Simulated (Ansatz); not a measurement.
Species, as SMILES: O=[CH] (CH-O), doublet.
Atoms: C1, O2, H3. Bonds: C1-O2, C1-H3.

Basis-set convergence of the highest harmonic wavenumber at MP2 with Ansatz (a first-principles code). Each level at its own minimum, finite differences of forces, unscaled; the reference is a large set that could be run, not a limit. Cartesian d functions, on some or all atoms, in 6-31G*; all else is spherical. Cores are frozen. Core-valence sets carry the plain set on hydrogen. Open shells are unrestricted. No added dispersion term, no relativity. Reference: the value in def2-QZVPP, 2771 cm⁻¹, itself unsure by roughly 3 cm⁻¹ (its mean distance from cc-pVQZ, aug-cc-pVTZ, def2-TZVPPD). Deviations are taken from unrounded values.

| basis | functions | highest harmonic wavenumber (cm⁻¹) | minus reference (cm⁻¹) |
|---|---|---|---|
| 6-31G* | 32 | 2749 | -22 |
| cc-pVDZ | 33 | 2713 | -58 |
| 6-311+G** | 50 | 2754 | -17 |
| aug-cc-pVDZ | 55 | 2749 | -22 |
| pcseg-2 | 74 | 2793 | 22 |
| def2-TZVPP | 76 | 2765 | -6 |
| jun-cc-pV(T+d)Z | 92 | 2769 | -2 |
| def2-TZVPPD | 94 | 2773 | 2 |
| 6-311++G(3df,3pd) | 96 | 2784 | 13 |
| cc-pCVTZ | 100 | 2749 | -22 |
| aug-cc-pVTZ | 115 | 2769 | -2 |
| cc-pVQZ | 140 | 2766 | -5 |
| def2-QZVPP | 144 | 2771 | 0 |
